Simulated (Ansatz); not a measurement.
Several settings on one geometry of the cluster Si₂H₂⁻ (the lowest doublet isomer of a short search) (that of the charge -1 doublet, r2SCAN-D4/def2-TZVPD). Ansatz on 4 threads of Intel Xeon Platinum 8259CL on a shared host; times are rough.

```
atom   x (Å)   y (Å)   z (Å)
 Si1   0.454  -0.915  -0.390
 Si2  -0.454   0.914   0.390
  H3   1.841  -1.042   0.242
  H4  -1.841   1.042  -0.242
```

Totals from different functionals, basis sets or treatments of relativity can't be compared as stabilities.

DK, ANO-RCC and x2c sets are all-electron and run with scalar relativity unless a key says otherwise. A multiply charged anion in the gas phase is held together partly by the finite basis.

The spins typed aren't always the lowest for that charge.

Problem. Give the basis size and estimate the energy, ⟨S²⟩ and time of these runs.

```csv
run,method,charge,state,further keys
1,UKS ωB97X-V/cc-pVTZ-DK,-2,singlet,scf: {lower_state_search: off}; forces asked
2,UKS r2SCANh-D3(BJ)-ATM/cc-pVTZ-DK,-1,quartet,scf: {lower_state_search: off}
3,UKS BHLYP/cc-pVDZ,-1,doublet,scf: {omitted_lower_state_checks: [starts]}; forces asked
```

Solution. 
| run | functions | energy (Eh) | ⟨S²⟩ | wall time |
| --- | --- | --- | --- | --- |
| 1 | 96 | -581.1156 | 0.00 | 2.7 s |
| 2 | 96 | -581.2581 | 3.78 | 1.1 s |
| 3 | 46 | -580.1161 | 0.77 | 1.1 s |

The highest occupied level of an anion often lies above zero with these methods, and sets without diffuse functions describe the outer electron poorly.
